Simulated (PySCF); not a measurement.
**Heteronuclear NMR**

Atom-mapped SMILES (the numbers label the heavy atoms): `[CH3:1]/[CH:2]=[CH:3]\[CH2:4][C:5]#[N:6]`. Hydrogens are named by the atom that carries them.

Theoretical values (PySCF): J couplings at B3LYP/pcJ-1 (spin–dipole term only in couplings to heteroatoms), GFN2-xTB structure, PBE0/pcSseg-1 with gauge-including orbitals. Fast rotation and ring inversion assumed for equivalent nuclei, one conformer, relativity neglected, in vacuum.

Question: Where does $^{15}$N resonate?

Answer: 
```csv
atoms,environment,σ (ppm),δ (ppm)
N6,nitrile nitrogen,-30.0,-120.4
```

Shieldings were converted by a linear fit to measured shifts: $^{15}$N: δ = -148.07 − 0.921σ (rms 6.3 ppm, 71 shifts vs CH3NO2, solution or neat liquid). A few per cent of atoms miss by over 2 rms, more outside the fitted compound classes. Couplings are scaled by factors fitted to measured values: $^{2}J$(H,H) × 0.95 (rms 1.3 Hz), $^{3}J$(H,H) × 0.92 (rms 0.5 Hz); all others are unscaled and can be 10–30 % off.

Couplings (the largest are listed; each averaged over equivalent pairs): $^{1}J$(C5,N6) = -21.3 Hz, $^{2}J$(C4,N6) = 3.0 Hz, $^{3}J$(N6,H(C4)) = -1.5 Hz. Signs are for $^{15}$N, whose magnetogyric ratio is negative.

On a 300 MHz spectrometer $^{15}$N resonates near 30.4 MHz, so 1 ppm is 30.4 Hz.
